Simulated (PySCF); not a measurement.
Compound: hydrogen boron sulfide, BHS.
Geometry (PBE0-D3(BJ)/def2-SVP, Å), atoms numbered from 1 in this order:
```
atom  x, y, z in Å
B1    -0.1309   -0.0023   -0.0069
S2     1.4740    0.0046   -0.0232
H3    -1.3201   -0.0074    0.0051
```

Theory: core-valence-separated Tamm–Dancoff BHandHLYP/aug-pcX-1 (pcseg-1 on H, def2-SVPD on S) in PySCF, non-relativistic, gas phase, PBE0-D3(BJ)/def2-SVP geometry. The energies are unshifted.

The lowest roots of each edge with f over 0.003 (five at most, numbered afresh; weaker and dark ones are left out), with transition dipoles (au) in the frame of the coordinates:

```csv
root,edge,E (eV),f,μx,μy,μz
1,B,187.76,0.0827,-0.0014,0.0700,-0.1144
2,B,187.76,0.0827,0.0002,0.1144,0.0700
3,B,192.23,0.0049,-0.0322,-0.0001,0.0001
4,B,192.66,0.0049,-0.0322,-0.0001,0.0004
5,B,193.51,0.0082,-0.0001,-0.0319,-0.0267
```

**Question.** What is the unit vector of the molecular axis, and which share of each root's |μ|² lies along it?

**Answer.** (1.00, 0.00, -0.01), up to sign.

```csv
root,core hole on,share along it,final orbital
1,B1,0.00,π
2,B1,0.00,π
3,B1,1.00,σ
4,B1,1.00,σ
5,B1,0.00,π
```

The 1s orbitals are σ, so light polarised along the axis reaches σ orbitals and light across it π orbitals.

**Question.** Molecules are fixed in this frame and the field points along x. What effective strengths 3 f cos²θ do the roots have (θ between field and μ)?

**Answer.** root 1 (B1): 0.000, root 2 (B1): 0.000, root 3 (B1): 0.015, root 4 (B1): 0.015, root 5 (B1): 0.000. Averaged over all orientations cos²θ is 1/3, which gives f back. For degenerate partners only the sum has meaning, as the program may mix them freely.

The run took 0.91 s of wall time on one thread of an Arm Neoverse N1, no GPU, shared host with 64 logical CPUs at a one-minute load of 46, and the process peaked at 0.29 GiB of memory.
